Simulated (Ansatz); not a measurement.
Write a Python script for Ansatz 0.2.0 through its Python package that makes a composite energy at a relaxed geometry of CO (charge -1). Settings (for the species named): PBE0, def2-SVP basis, multiplicity 2.

```xyz
2

C     0.0000    0.0000    0.0000
O     0.0000    0.0000    1.4100
```

The script, `composite_co.py`:
```python
"""Relax CO(-) cheaply, then refine its energy."""

import itertools
import logging
import sys

import ansatz as az
from ase.data import atomic_numbers, covalent_radii
import numpy as np

logging.basicConfig(stream=sys.stdout, format="%(name)s: %(message)s")
logger = logging.getLogger("run")
logger.setLevel(logging.INFO)

geometry_ang = [
    ("C", (0.0, 0.0, 0.0)),
    ("O", (0.0, 0.0, 1.41)),
]
geometry = az.Crystal.molecule()
for symbol, xyz in geometry_ang:
    geometry = geometry.atom(symbol, xyz)

job = geometry.calculation()
job = job.basis(gaussian="def2-SVP")
job = job.functional("pbe0")
job = job.charge(-1)
job = job.spin("collinear", total=1)
symbols = [site.symbol for site in geometry.cartesian_sites]
start = np.array([site.position_ang for site in geometry.cartesian_sites], dtype=float)
rep = job.relax(force_tolerance=0.01, max_steps=100).run().report
end = np.array(rep["positions_ang"])
# pairs closer than 1.2 times the sum of covalent radii, before or after
radius = [covalent_radii[atomic_numbers[s]] for s in symbols]
span = lambda where, i, j: np.linalg.norm(where[i] - where[j])
bonded = [(i, j) for i, j in itertools.combinations(range(len(symbols)), 2) if min(span(start, i, j), span(end, i, j)) < 1.2 * (radius[i] + radius[j])]
logger.info("pair        before    after (A)")
for i, j in bonded:
    print(f"{symbols[i]}{i}-{symbols[j]}{j}".ljust(10), f"{span(start, i, j):8.4f} {span(end, i, j):8.4f}")

minimum = az.Crystal.molecule()
for symbol, place in zip(symbols, end):
    minimum = minimum.atom(symbol, place.tolist())
at_minimum = minimum.calculation().charge(-1).spin("collinear", total=1)
# MP2 extrapolated to the basis limit, plus the small-basis difference CCSD(T) - MP2
level = lambda method, basis: at_minimum.basis(gaussian=basis).correlation(method).run().report
small, large, cluster = level("mp2", "cc-pVDZ"), level("mp2", "cc-pVTZ"), level("ccsd_t", "cc-pVDZ")
corr = lambda each: (each["free_energy_ev"] - each["reference_energy_ev"]) / 27.211386246
mp2_limit = (27 * corr(large) - 8 * corr(small)) / 19
pieces = {"HF / cc-pVTZ": large["reference_energy_ev"] / 27.211386246, "MP2 correlation, DZ-TZ limit": mp2_limit, "CCSD(T) - MP2 / cc-pVDZ": corr(cluster) - corr(small)}
for name, value in pieces.items():
    logger.info(f"{name:32s} {value:14.6f} Ha")
logger.info(f"{'sum':32s} {sum(pieces.values()):14.6f} Ha")
print("T1 diagnostic", round(cluster["correlation"]["coupled_cluster"]["t1_diagnostic"], 4))
```

`python composite_co.py` gives:
```text
run: pair        before    after (A)
C0-O1        1.4100   1.2242
run: HF / cc-pVTZ                        -112.682290 Ha
run: MP2 correlation, DZ-TZ limit          -0.396920 Ha
run: CCSD(T) - MP2 / cc-pVDZ               -0.020959 Ha
run: sum                                 -113.100169 Ha
T1 diagnostic 0.0205
```

Reading the output:
- Total energies depend on the basis set; only differences at equal settings carry meaning.
- The sum leaves out core correlation, relativity, the Hartree-Fock basis error and zero-point energy; a DZ-TZ extrapolation is rough.
- The species is open-shell (spin multiplicity 2).
- Inner cores stay frozen, so this is valence correlation.
- The spin state was assumed, and another may lie lower.
- An extrapolation from small basis sets is rough.
- Anions want diffuse functions, which this basis lacks.
- Run time: 4.6 s on 1 thread of Arm Neoverse V1, on a shared host, peak memory 0.16 GiB.
